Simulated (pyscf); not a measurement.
Thermochemistry of product channels of H₂N–SiH₂–Cl on the singlet surface, in kJ/mol, from ωB97M-D3(BJ)/def2-TZVP energies (ideal gas, 1 atm, RRHO with modes under 100 cm⁻¹ raised to 100, one conformer, R ln 2 for rigid chiral ones). Optimised with ωB97X-D3(BJ)/def2-SVP in PySCF.

| products | ΔE | ΔH(298 K) | ΔG(600 K) | ΔG(1200 K) |
|---|---|---|---|---|
| HN=SiH₂ + HCl | +337.3 | +319.8 | +236.5 | +154.7 |
| H₂N–SiH: [singlet] + HCl | +261.4 | +253.8 | +170.9 | +91.0 |
| H₂N–Si:–Cl [singlet] + H₂ | +136.5 | +124.1 | +51.8 | -22.4 |

The channel to H₂N–Si:–Cl [singlet] + H₂ turns favourable between 298 and 1200 K (ΔG from +88.8 kJ/mol to -22.4 kJ/mol).

These are energies of the channels, which say nothing of barriers.
